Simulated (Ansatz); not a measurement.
## Structure relaxation of CdP

Method: DFT PBE, scalar-relativistic, plane waves, PAW in Ansatz.

CdP was placed on the zinc blende structure type (F-43m, No. 216), with Cd in place of Zn, P in place of S, at a guessed volume.

The final relaxation ran on this input, with the default PAW datasets:

```yaml
crystal:
  lattice:
    - [0.0, 2.9519525536, 2.9519525536]
    - [2.9519525536, 0.0, 2.9519525536]
    - [2.9519525536, 2.9519525536, 0.0]
  atoms:
    - { symbol: Cd, position: [0.0, 0.0, 0.0] }
    - { symbol: P, position: [0.25, 0.25, 0.25] }
basis:
  ecutwfc: 420
kpoints:
  mp_grid: { grid: [16, 16, 16] }
hamiltonian:
  xc: pbe
scf:
  occupations: { method: gaussian, width: 0.1 }
output:
  forces: true
  stress: true
  eigenvalues: true
relax:
  adjacent_minimum: "off"
  f_tol: 0.01
  max_steps: 80
  cell: { stress_tol: 0.05 }
```

Launched as:

```bash
ansatz run input.yaml --threads 1 --pin off --max-ram 2560MiB --backend cpu --events-out ev --progress --plain --runs-dir out
```

Time: 41 s on 1 thread of Intel(R) Xeon(R) Platinum 8488C (Sapphire Rapids) (shared host), peak memory 0.48 GiB.

End of the output:

```
SCF converged after 4 iterations
Free energy (F): -9009.582401 eV
Harris-Foulkes:  -9009.582401 eV  (|F-HF|=5.46e-12)
Internal energy: -9009.573757 eV  (E = F + TS)
E sigma→0 (E₀):  -9009.578079 eV
Entropy (-TS):   -0.008644 eV (-4.322 meV/atom)
Fermi energy:    6.751513 eV
--- Per-component energies (eV) ---
  E_band       = -517.526135
  E_kinetic    = 572.145890
  E_local      = -4048.715147  (includes V_loc(G=0)·N_el)
  E_nonlocal   = 65.957478
  E_hartree    = 1859.456261
  E_xc         = -237.206598
  E_vxc        = -281.046794  (∫ρ·V_xc dr)
  E_paw        = -4650.845024  (= ΣΔE_a)
  E_vpaw       = -544.779936  (= ΣTr[D̂ρ^β])
  E_aug_tail   = 0.000017  (compensation charges beyond the density's cutoff)
  E_ewald      = -2570.366635
  E_smearing   = -0.008644  (= −TS)
  E_closure    =  0.000000  (closes the sum)
  Σ components = -9009.582401   (vs F -9009.582401, Δ=0.00e0)
--- Forces (eV/Å), atoms counted from 1 ---
  atom   1  Cd     0.00000000     0.00000000     0.00000000
  atom   2  P      0.00000000     0.00000000     0.00000000
  max |Σ_I F_I| component: 7.40e-17 eV/Å
--- Stress (GPa, compression-positive) ---
        0.009037       0.000000       0.000000
        0.000000       0.009037       0.000000
        0.000000       0.000000       0.009037
  P = ⅓ Tr σ = 0.0090 GPa (0.090 kbar)
--- Relaxed structure (2 steps of the walk, 2 accepted, 1 SCFs on fresh bases) ---
  F+E_penalty+E_count = -9009.58240109 eV   max|allowed force component| = 5.551e-17 eV/Å   (the final SCF, on the basis selected at the relaxed cell)
  cell:  # Å, volume = 51.5373 Å³
    - [0.000000, 2.953682, 2.953682]
    - [2.953682, 0.000000, 2.953682]
    - [2.953682, 2.953682, 0.000000]
  atoms:
    - { symbol: Cd, position: [0.000000, 0.000000, 0.000000] }
    - { symbol: P, position: [0.25, 0.25, 0.25] }
```

Total energies depend on the potentials used, so only differences within one code and one set of settings carry meaning.

The result has space group F-43m (No. 216). Cd has 4 P at 2.56 Å; around P lie 4 Cd at 2.56 Å.

Against the elements it lies at 0.27 eV/atom. Formation energies are uncorrected and refer to the elements' standard structures at the same level.

For metals, differences of a few meV/atom aren't resolved.

Symmetry constrained the relaxation, so the result can be a saddle point.